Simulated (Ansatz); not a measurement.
Energy range of the profile of scans of the kind 'symmetric bend, bond length relaxed', at RKS-PBE and at FCI.

Values in kJ/mol, from Ansatz (a first-principles code). Where two bases are given, the first is that of RKS-PBE. Full CI is exact in its basis, with frozen cores. Scans on which RKS-PBE failed or broke off at a jump of its own curve are missing, so the means are lower bounds.

```json
[
 {"system": "H3 cation singlet", "basis": "cc-pVTZ", "RKS-PBE": "159.4", "FCI": "169.5", "RKS-PBE − FCI": "-10.2"},
 {"system": "H2Si singlet", "basis": "cc-pVDZ", "RKS-PBE": "281.4", "FCI": "278.2", "RKS-PBE − FCI": "3.2"},
 {"system": "H2B cation singlet", "basis": "aug-cc-pVDZ", "RKS-PBE": "414.2", "FCI": "430.5", "RKS-PBE − FCI": "-16.3"},
 {"system": "H2O singlet", "basis": "cc-pVDZ", "RKS-PBE": "135.6", "FCI": "153.0", "RKS-PBE − FCI": "-17.4"},
 {"system": "H2Mg singlet", "basis": "cc-pVDZ", "RKS-PBE": "288.3", "FCI": "296.0", "RKS-PBE − FCI": "-7.7"},
 {"system": "H2Be singlet", "basis": "cc-pVTZ", "RKS-PBE": "348.2", "FCI": "370.4", "RKS-PBE − FCI": "-22.2"},
 {"system": "H2Ge singlet", "basis": "def2-SVP", "RKS-PBE": "243.0", "FCI": "234.0", "RKS-PBE − FCI": "9.0"},
 {"system": "H2F cation singlet", "basis": "cc-pVDZ", "RKS-PBE": "171.9", "FCI": "179.8", "RKS-PBE − FCI": "-7.9"},
 {"system": "H3 cation singlet", "basis": "cc-pVQZ", "RKS-PBE": "159.5", "FCI": "170.6", "RKS-PBE − FCI": "-11.1"},
 {"system": "H2F cation singlet", "basis": "def2-SVP", "RKS-PBE": "176.3", "FCI": "184.2", "RKS-PBE − FCI": "-7.8"},
 {"system": "H2Si singlet", "basis": "def2-TZVP", "RKS-PBE": "280.6", "FCI": "265.9", "RKS-PBE − FCI": "14.7"}
]
```

The mean error against full CI is -6.7 kJ/mol (median -7.9) and the mean absolute one 11.6 kJ/mol (median 10.2); RKS-PBE lies above in 3 and below in 8 of 11 cases. It is closest for H2Si singlet (3.2), H2Mg singlet (-7.7), H2F cation singlet (-7.8) and furthest off for H2Be singlet (-22.2), H2O singlet (-17.4), H2B cation singlet (-16.3).
